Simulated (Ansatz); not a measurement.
# C₂H₃F₂N: how energies converge with the basis set

How large a basis does C₂H₃F₂N need? Two functionals are run in growing sets.

Computed with Ansatz 0.2.0, Gaussian basis. Level: one geometry, several basis sets.

Plan: PBE0-D4/def2-SVP; ωB97M-V/def2-SVP; PBE0-D4/def2-QZVPP; ωB97M-V/def2-QZVPP; the functionals' def2-TZVPP values are taken from earlier runs.

### 1 Structure used throughout

An earlier PBE0-D4 in a triple-zeta def2 set relaxation fixed the geometry.

SMILES `N=CC(F)F`, 8 atoms, charge 0, spin multiplicity 1.

Atoms are counted from 1 here; the program's logs count them from 0.

Bond lengths: N1–C2 1.258 Å, N1–H6 1.020 Å, C2–C3 1.501 Å, C2–H7 1.096 Å, C3–F4 1.357 Å, C3–F5 1.357 Å, C3–H8 1.092 Å. Angles: C2–N1–H6 111.4°, N1–C2–C3 119.1°, N1–C2–H7 126.0°, C3–C2–H7 114.9°, C2–C3–F4 109.3°, C2–C3–F5 109.3°, C2–C3–H8 112.2°, F4–C3–F5 107.2°, F4–C3–H8 109.4°, F5–C3–H8 109.4°.

### 2 PBE0-D4 in def2-SVP

in.yaml reads:

```yaml
crystal:
  periodic: [false, false, false]
  atoms:
    - {symbol: N, position_ang: [-1.229514, 0.897474, 0.254275]}
    - {symbol: C, position_ang: [-0.122577, 0.523140, -0.212947]}
    - {symbol: C, position_ang: [0.420659, -0.818554, 0.184304]}
    - {symbol: F, position_ang: [0.610871, -1.571759, -0.927936]}
    - {symbol: F, position_ang: [1.633355, -0.654791, 0.770105]}
    - {symbol: H, position_ang: [-1.485896, 1.822070, -0.090479]}
    - {symbol: H, position_ang: [0.510639, 1.092093, -0.903766]}
    - {symbol: H, position_ang: [-0.245235, -1.346773, 0.870544]}
basis:
  gaussian: {orbitals: def2-SVP}
hamiltonian: {xc: pbe0, dispersion: d4}
output: {orbitals: {seedname: orbitals}}
```

Run with:

```bash
ansatz run in.yaml --threads 2 --pin off --events-out ev --progress --plain --max-ram 4352MiB
```

Further steps of the session: ωB97M-V in def2-SVP; PBE0-D4 in def2-QZVPP; ωB97M-V in def2-QZVPP.

Q: Predict the results of all the runs planned. Wanted: PBE0-D4: double and triple zeta above quadruple; ωB97M-V: double and triple zeta above quadruple.

**Answer**, as computed:

| quantity | value |
| --- | --- |
| PBE0-D4: double and triple zeta above quadruple | 11.27, 0.48 eV |
| ωB97M-V: double and triple zeta above quadruple | 11.55, 0.45 eV |

In words: PBE0-D4 gains 10.79 eV from double to triple zeta, then 0.48 eV more. These are total energies; as a rule much of such shifts cancels in differences, which this series doesn't test.
